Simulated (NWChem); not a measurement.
**Total energies of H3Si**

```
Si
H 1 1.5051
H 1 1.5051 2 111.26
H 1 1.5051 2 111.26 3 -124.66
```
Charge 0, spin multiplicity 2.

Program: NWChem. All single points use one geometry, from UPBE/def2-SVP, a minimum by its harmonic frequencies.

Basis set: 6-31G* (24 functions).

```
method   total energy (Ha)
-------  -----------------
UHF             -290.60414
UMP2            -290.67262
UB2PLYP         -291.06225
UPBE            -291.04530
UB3LYP          -291.23026
UBLYP           -291.19392
```

Total energies of different functionals aren't comparable as a measure of quality: only differences taken within one method are. 

The correlated methods keep 5 core orbitals frozen. B3LYP has NWChem's definition, with VWN1-RPA local correlation. The Pople sets run with spherical d functions. The structure started from a generated list of species. The unpaired electrons of the parent sit in orbitals of symmetry a' (Cs labels of the run); other states weren't searched. The stability of the SCF solutions was not checked. Open-shell Hartree-Fock references start from PBE0 orbitals.
